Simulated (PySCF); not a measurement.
Species: thiourea, CH₄N₂S.
Structure used (PBE0-D3(BJ)/def2-TZVP), in Å, numbered top down from 1:
```
atom  x, y, z in Å
N1     0.968   -0.400   -0.556
C2     0.034    0.441   -0.052
N3    -0.988   -0.164    0.600
S4     0.132    2.086   -0.221
H5     1.795    0.039   -0.920
H6     1.072   -1.327   -0.176
H7    -1.204   -1.130    0.414
H8    -1.752    0.434    0.859
```

All values: wB97X-D/pcSseg-2 (PySCF, non-relativistic), on one gas-phase PBE0-D3(BJ)/def2-TZVP geometry that isn't relaxed in the solvent. The solvent is an IEF-PCM continuum (van der Waals radii × 1.2). The model holds no explicit solvent molecules, cavitation or dispersion.

Gas phase at wB97X-D/pcSseg-2: HOMO -7.94 eV, LUMO 1.52 eV, dipole 5.18 D.

Q: What does the continuum do to the energy, the frontier levels and the dipole at wB97X-D/pcSseg-2 in chloroform?

A: 
```json
{"solvent": "chloroform", "ε": "4.711", "E(solvent) − E(gas) (kcal/mol)": "-9.93", "polarisation term (kcal/mol)": "-11.89", "distortion of the solute (kcal/mol)": "1.96", "HOMO (eV)": "-8.24", "LUMO (eV)": "1.52", "dipole (D)": "6.74"}
```

The first energy column is the sum of the next two and covers electrostatics alone.

Q: Which radius a makes the point-dipole formula ΔE = −[(ε − 1)/(2ε + 1)]·μ²/a³ give the value in chloroform, with the gas-phase dipole?

A: μ = 2.040 au and |ΔE| = 0.01582 Eh give a = 2.40 Å; the farthest nucleus lies 2.10 Å from the centroid of the nuclei. The formula assumes a rigid point dipole at the centre of a sphere.

Q: Give the dipole vector in the frame of the coordinates (D, pointing from negative to positive charge), gas and chloroform.

A: Gas (-0.31, -5.15, 0.53), solvent (-0.40, -6.69, 0.69). Its length changes by +30 % and its direction by less than 1°.

wB97X-D is run here without its empirical dispersion term; that term would change no orbital, density or response property at a fixed geometry.
